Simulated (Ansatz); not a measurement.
Two shapes of singlet H₂F₂.

Shape 1:

```xyz
4

F     0.0000   -0.3843   -1.1941
H     0.0000    0.4552   -0.7986
F     0.0000    0.3843    1.1941
H     0.0000   -0.4552    0.7986
```

Shape 2:

```xyz
4

F     0.0000   -0.3535   -1.0985
H     0.0000    0.4188   -0.7347
F     0.0000    0.3535    1.0985
H     0.0000   -0.4188    0.7347
```

Basis set: def2-TZVP (spherical functions). Correlated methods keep 2 orbitals frozen. Charge 0, multiplicity 1.

Computed with Ansatz (development build ahead of 0.2.0); each method stands on the lowest determinant of its kind that the runs found.

Problem. Which shape is lower in energy, and by how much in each method?

Solution.

| method | E(2) − E(1) (eV) |
| --- | --- |
| RHF | 0.303 |
| RHF-MP2 | 0.504 |

Shape 1 is lower.
